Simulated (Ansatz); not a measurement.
Species: C$_{2}$H$_{7}$N, SMILES `CCN` (C–C–N–H torsion 59°) (charge 0, multiplicity 1).

Question: Give a relaxed geometry from Ansatz (a quantum-chemistry and plane-wave program) with B3LYP-D3(BJ)/def2-TZVP.

Answer: Several could match; the one computed here: the end point of this relaxation, one of several conformers (outside a Z-matrix the atoms follow the SMILES, hydrogens last).
Bond lengths (Å): C1–C2 1.528, C1–H4 1.093, C1–H5 1.093, C1–H6 1.093, C2–N3 1.462, C2–H7 1.093, C2–H8 1.093, N3–H9 1.014, N3–H10 1.014. Angles (°): C2–C1–H4 110.9, C2–C1–H5 111.4, C2–C1–H6 110.9, H4–C1–H5 107.9, H4–C1–H6 107.8, H5–C1–H6 107.9, C1–C2–N3 115.7, C1–C2–H7 109.6, C1–C2–H8 109.6, N3–C2–H7 107.6, N3–C2–H8 107.6, H7–C2–H8 106.1, C2–N3–H9 110.5, C2–N3–H10 110.5, H9–N3–H10 106.7.
